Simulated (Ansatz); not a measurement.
Basis or method: vertical ionisation to the doublet of H2Al–AsH2

H2Al–AsH2, singlet; coordinates (Å): Al 0.032 0.000 1.750; As -0.038 0.000 -0.678; H 0.000 1.377 2.537; H 0.000 -1.377 2.537; H 1.002 1.109 -0.746; H 1.002 -1.109 -0.746. Quantity: vertical ionisation to the doublet.

Ansatz 0.2.0, basis cc-pVDZ or cc-pVTZ; geometries are PBE0/def2-TZVP minima. Wave-function levels freeze the cores with the filled d shells of p-block atoms; HF, MP2 and coupled cluster are restricted for singlets and unrestricted otherwise, restricted open-shell where a d shell is frozen, Kohn–Sham unrestricted where that lies lower. The reference is CCSDT(Q) (coupled cluster only where its series has nearly closed). Semilocal and hybrid functionals correlate all electrons outside any core potential and usually lie nearer their basis limit than the reference, so part of their error here is the reference's basis and frozen-core error; RPA and the MP2 part of double hybrids freeze the same cores as the reference. None of these values is a measured one. Energies are electronic, without zero-point terms. No spin–orbit coupling and no scalar relativity. The species are chosen: bound, without strong static correlation by their natural occupations or amplitudes, in their lowest spin state as far as vertical gaps and like structures tell, with only the lowest ion state computed, and with a ladder that closes on the reference, so errors are smaller than for species at large; levels whose determinant breaks symmetry or spin markedly are left out.

| level | cc-pVDZ (eV) | cc-pVTZ (eV) |
| --- | --- | --- |
| reference | 9.101 (CCSDT(Q)) | 9.299 (CCSDT(Q)) |
| HF | 8.532 | 8.511 |
| CCSD(T) | 9.102 | 9.298 |
| PBE | 9.156 | 9.173 |
| B3LYP | 9.275 | 9.299 |
| wB97M-V | 9.273 | 9.291 |
| B2PLYP | 9.200 | 9.268 |
| RPA-PBE | 9.198 | 9.469 |

From cc-pVDZ to cc-pVTZ the reference moves by 0.198 eV and PBE by 0.017; the step from CCSD(T) to the reference is -0.001 in the first and 0.000 in the last.
